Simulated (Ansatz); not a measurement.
For rock-salt ZrC, PBE (Ansatz, a first-principles code, plane waves, PAW) gives:

* **lattice constant a**: 4.709 Å
* **bulk modulus**: 222 GPa
* **formation enthalpy**: -0.859 eV/atom

Problem. What does r²SCAN0 in Ansatz (PAW) give for the same quantities?

Solution. 
- lattice constant a: 4.698 Å (decreases by 0.2 %)
- bulk modulus: 242 GPa (goes up by 9.0 %)
- formation enthalpy: -1.069 eV/atom (moves by -0.210 eV/atom)

For comparison: lattice constant a 4.696 Å (measured, temperature not stated, no zero-point or thermal correction; as tabulated in Zhang et al. (2018), doi:10.1088/1367-2630/aac7f0); bulk modulus 223 GPa (measured, temperature not stated, no zero-point or thermal correction, from single-crystal elastic constants, our sources range from 208 to 223; as tabulated in arXiv:1102.4063); formation enthalpy -1.019 eV/atom (measured, 298 K, copied from a table, unchecked, not corrected to a static lattice; as tabulated in Wang et al. (2021), doi:10.1038/s41598-021-94550-5).

Changes are worked out from the printed values.

Unless a cell is named, each level is at its own relaxed cell (PBE 13.05, r²SCAN0 12.96 Å³/atom).

Ansatz's density-functional and Hartree–Fock values are scalar-relativistic unless marked +SOC, with PAW data made under PBE.
